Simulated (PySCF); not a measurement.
Energy profile

The step: SiH₃Cl ([SiH3][Cl]) + HF → SiH₃F ([F][SiH3]) + HCl; bonds formed: Si1–F7, Cl2–H6; bonds broken: Si1–Cl2, H6–F7 (atoms numbered as in the saddle structure below).

Si1  (-0.518, 0.296, -0.099)
Cl2  (1.586, -0.400, -1.070)
H3  (-0.389, 1.480, -0.978)
H4  (-1.232, 0.828, 1.091)
H5  (-1.276, -0.825, -0.682)
H6  (1.288, -0.774, 0.503)
F7  (0.540, -0.605, 1.235)
(Å)

Electronic energies by CCSD(T) at an estimated basis limit (MP2 extrapolated from triple and quadruple zeta, plus CCSD(T) − MP2 in triple zeta), on PBE0-D4/def2-TZVP structures; SiH4ClF, closed shell; no counterpoise correction. Program: PySCF 2.14 with density fitting (its default auxiliary sets; JK sets also for MP2 and CCSD(T)). Basis: def2-TZVPP and def2-QZVPP. Cores are frozen in the correlated methods. Extrapolation: Hartree–Fock as exp(−7.88 √X), correlation as X^−2.97.

(1) Give the profile in kcal/mol, counted from the separated reactants. (Judge from chemistry; the value comes from the calculation.)

The T1 diagnostic stays at or below 0.012.

Results:

(1) The calculation gives:
```json
{"point": "separated: SiH3Cl (linked as [SiH3][Cl]; Si1, Cl2, H3, H4, H5; singlet) + HF (H6, F7; singlet)", "kcal/mol": "0.00"}
{"point": "start structure", "kcal/mol": "-3.25"}
{"point": "saddle", "kcal/mol": "27.91"}
{"point": "end structure", "kcal/mol": "-10.44"}
{"point": "separated: SiH3F (linked as [F][SiH3]; Si1, H3, H4, H5, F7; singlet) + HCl (Cl2, H6; singlet)", "kcal/mol": "-7.65"}
```

For scale, one of the runs: CCSD(T)/def2-TZVPP, 171 basis functions, launched by `OMP_NUM_THREADS=4 python run.py`. The run took 2.8 min on 4 CPU threads of an Arm Neoverse V2 (shared host), with 1.5 GiB of host memory at its peak.
